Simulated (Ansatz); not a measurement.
# HSO− (SMILES O[S-]): functionals against CCSD(T) at one geometry

One table from this session's results is given with a row withheld; the runs are named, their logs left out.

The runs use Ansatz 0.2.0, Gaussian basis; single points in def2-TZVPPD.

Cores are frozen in the correlated methods. B3LYP uses VWN-RPA correlation.

## The starting structure

SMILES `O[S-]`, 3 atoms, charge -1, spin multiplicity 1.

Atoms are counted from 1 here; the program's logs count them from 0.

Bond lengths: O1–S2 1.820 Å, O1–H3 1.052 Å. Angles: S2–O1–H3 97.6°.

As a file:

```
O    -0.14580   -0.66040   -0.13570
S     0.95550    0.62700    0.53050
H    -0.73790   -0.03750   -0.74280
```

Set-up of the first run:

File run/in.yaml:

```yaml
crystal:
  periodic: [false, false, false]
  atoms:
    - {symbol: O, position_ang: [-0.145800, -0.660400, -0.135700]}
    - {symbol: S, position_ang: [0.955500, 0.627000, 0.530500]}
    - {symbol: H, position_ang: [-0.737900, -0.037500, -0.742800]}
basis:
  gaussian: {orbitals: "def2-TZVPPD.json"}
total_charge: -1
correlation: {method: ccsd_t}
output: {forces: true}
```

The basis file named in the input lies beside it (Basis Set Exchange, JSON).

No record of the launch command was kept for these runs.

Steps of the session up to this table: CCSD(T)/def2-TZVPPD; PBE0-D4/def2-TZVPPD; wB97M-V/def2-TZVPPD; r2SCAN-D4/def2-TZVPPD; PBE-D4/def2-TZVPPD; r2SCANh-D4/def2-TZVPPD; B3LYP-D4/def2-TZVPPD.

One table of the session follows, with a row left open; its other results are not shown here.

```
    method  RMS force component (eV/Å)  angle to CCSD(T) forces (°)
   CCSD(T)                       1.656                    reference
   PBE0-D4                       1.784                          6.5
   wB97M-V                       1.763                          5.4
 r2SCAN-D4                       1.668                          2.3
    PBE-D4                       1.466                          1.5
r2SCANh-D4                       1.764                          4.7
  B3LYP-D4                           ?                            ?
```

Q: Estimate the row for B3LYP-D4 from the others.

The run gave: RMS force component (eV/Å): 1.688; angle to CCSD(T) forces (°): 1.4. In the column «RMS force component (eV/Å)» it lies between r2SCAN-D4 (1.668) and wB97M-V (1.763).

To keep in mind: The anion's highest level is positive in at least one run, so there the basis alone may hold the extra electron.
